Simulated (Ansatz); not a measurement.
The input, for Ansatz 0.2.0:

```yaml
crystal:
  periodic: [false, false, false]
  atoms:
    - {symbol: Be, position_ang: [0.000000, 0.000000, 0.000000]}
    - {symbol: H, position_ang: [0.000000, 0.000000, 1.356000]}
basis:
  gaussian: {orbitals: aug-cc-pVDZ}
magnetization: {spin_polarized: false, initial_magnetization: 1}
correlation: {method: ccsdt_q, electrons: outside_noble_gas}
output: {forces: true}
```

```sh
$ ansatz run in.yaml --threads 1 --pin off --events-out ev --progress --plain --max-ram 2393MiB
```

Output:

```
501 factors; integrals over basis functions are off by at most 2.0e-7 eV
mean field evaluation 1: about -411.3697 eV, gradient 5.3e0 eV
mean field evaluation 2: about -411.3859 eV, gradient 5.4e0 eV
mean field evaluation 4: about -412.2486 eV, gradient 6.0e-1 eV
mean field evaluation 8: about -412.2552 eV, gradient 1.8e-1 eV
mean field evaluation 16: about -412.0205 eV, gradient 2.5e0 eV
mean field evaluation 32: about -406.0862 eV, gradient 2.1e0 eV
mean field evaluation 64: about -405.9388 eV, gradient 2.8e-1 eV
mean field -412.25589746 eV, -15.1501247946 hartree, gradient 1.4e-6 eV, S^2 0.750000; 1 other end points of the search recorded, 0 dependent functions left out
determinant -412.25589746 eV, -15.1501247946 hartree, with singles and doubles -413.34412783 eV, -15.1901165232 hartree
determinant -409.45317592 eV, -15.0471266778 hartree, with singles and doubles -410.81488419 eV, -15.0971685335 hartree
1 core orbitals not correlated: weight in the atoms' cores, before any rotation towards them, 1.000 or more for the frozen orbitals, at most 0.000 for the correlated occupied ones
reference -412.25589746 eV, -15.1501247946 hartree; 2, 1 occupied and 29, 30 virtual orbitals, 501 factors
second order -0.77584769 eV of doubles, -0.00399707 eV of singles
cycle   1  -0.97529889 eV  change   -2.0e-1 eV  update   3.9e-2
cycle   2  -1.08007483 eV  change   -1.0e-1 eV  update   1.9e-2
cycle   3  -1.09522051 eV  change   -1.5e-2 eV  update   8.8e-3
cycle   4  -1.09781373 eV  change   -2.6e-3 eV  update   2.6e-3
cycle   5  -1.09713709 eV  change    6.8e-4 eV  update   9.4e-4
cycle   6  -1.09713602 eV  change    1.1e-6 eV  update   3.4e-4
cycle   7  -1.09725485 eV  change   -1.2e-4 eV  update   1.1e-4
cycle   8  -1.09724698 eV  change    7.9e-6 eV  update   4.1e-5
cycle   9  -1.09723424 eV  change    1.3e-5 eV  update   1.5e-5
cycle  10  -1.09724282 eV  change   -8.6e-6 eV  update   5.1e-6
cycle  11  -1.09724261 eV  change    2.1e-7 eV  update   1.5e-6
cycle  12  -1.09724251 eV  change    9.8e-8 eV  update   6.4e-7
cycle  13  -1.09724199 eV  change    5.2e-7 eV  update   2.7e-7
cycle  14  -1.09724192 eV  change    7.8e-8 eV  update   1.1e-7
perturbative correction 0.00000000 eV, 0.0000000000 hartree
the calculation of the forces begins
Total energy: -413.35313938 eV, -15.1904476912 hartree
Atom 0 at     0.000000     0.000000     0.000000 Å, force    -0.000000     0.000000    -0.047217 eV/Å
Atom 1 at     0.000000     0.000000     1.356000 Å, force     0.000000    -0.000000     0.047217 eV/Å
Dipole moment:     0.000000    -0.000000    -0.054664 e Å
```

Forces (eV/Å):
```
Be   0.000  0.000 -0.047
H    0.000  0.000  0.047
```

Ran on 1 thread of Intel Xeon Platinum 8488C, shared host: 4.6 s wall, 0.2 GiB peak host memory.
